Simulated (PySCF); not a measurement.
# Continuum solvent and chemical shifts

Bonds (- single, = double, # triple, : aromatic): C1-O2, O2-C3, C3=S4, C3-O5, O5-C6. C1 carries H7, H8, H9; C6 carries H10, H11, H12.

GIAO PBE0/pcSseg-1 in PySCF on one PBE0-D3(BJ)/def2-SVP conformer, non-relativistic, equivalent nuclei averaged. Solvents enter as an IEF-PCM continuum (benzene with ε = 2.3, chloroform with ε = 4.7) around the gas-phase geometry. Shifts are referred to TMS, CS2 computed in the same medium.

In benzene, δ in ppm: C3 199.9, C1/C6 58.1, S4 95.2, H7/H8/H9/H10/H11/H12 3.83. Dipole moment 4.96 D.

Task: How does each δ change in the more polar medium?

Result: 
```tsv
atoms	environment	Δδ, chloroform
C3	thiocarbonyl carbon	+1.2
C1/C6	methyl carbon bonded to O	+0.6
S4	thione sulfur	-16.4
H7/H8/H9/H10/H11/H12	hydrogen on a methyl carbon bonded to O	+0.06
```

Changes are relative to benzene. The dipole moment becomes 5.34 D in chloroform.

Task: Which nuclei move most (in ppm), and what does the model miss?

Result: S4 (thione sulfur, -16.4 ppm) in chloroform. A continuum only polarises the solute; specific hydrogen bonds, the anisotropy of aromatic solvents and changes of geometry or conformer are outside it.
